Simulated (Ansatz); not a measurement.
**Energy profile**

The step: AlH₂Cl ([AlH2][Cl]) + HF → AlH₂F ([F][AlH2]) + HCl (still joined by a long Al–Cl bond); bonds formed: Cl2–H5; dative contacts that become bonds: Al1–F6; bonds broken: H5–F6; bonds weakened to dative contacts: Al1–Cl2 (atoms numbered as in the saddle structure below).

```csv
atom,x (Å),y (Å),z (Å)
Al1,-0.6450,-0.0818,-0.1563
Cl2,1.4251,1.0355,-0.5310
H3,-0.9304,-1.0387,-1.3710
H4,-1.6410,0.9179,0.5374
H5,1.3061,-0.0114,0.4979
F6,0.4853,-0.8215,1.0229
```

Electronic energies by CCSD(T) at an estimated basis limit (MP2 extrapolated from triple and quadruple zeta, plus CCSD(T) − MP2 in triple zeta), on PBE0-D4/def2-TZVP structures; AlH3ClF, singlet; no counterpoise correction. Computed with Ansatz 0.2.0 (basis: def2-TZVPP and def2-QZVPP); correlated methods freeze the cores. Extrapolation: Hartree–Fock as exp(−7.88 √X), correlation as X^−2.97.

**Question.** Give the profile in eV, counted from the separated reactants. (Judge from chemistry; the value comes from the calculation.)

**Answer.** By the calculation:
| point | eV |
| --- | --- |
| separated: AlH2Cl (linked as [AlH2][Cl]; Al1, Cl2, H3, H4; singlet) + HF (H5, F6; singlet) | 0.000 |
| start structure | -0.542 |
| saddle | -0.270 |
| end structure | -0.538 |
| separated: AlH2F (linked as [F][AlH2]; Al1, H3, H4, F6; singlet) + HCl (Cl2, H5; singlet) | -0.202 |
The saddle lies below the separated reactants: the barrier is submerged.

No T1 diagnostic of these runs exceeds 0.013.

For scale, one of the runs: CCSD(T)/def2-TZVPP, 157 basis functions, launched by `ansatz run in.yaml --threads 2 --pin off --events-out ev --progress --plain --max-ram 4352MiB`. The run took 12 s on 2 CPU threads of an Intel Xeon Platinum 8488C (shared host), with 1.1 GiB of host memory at its peak.
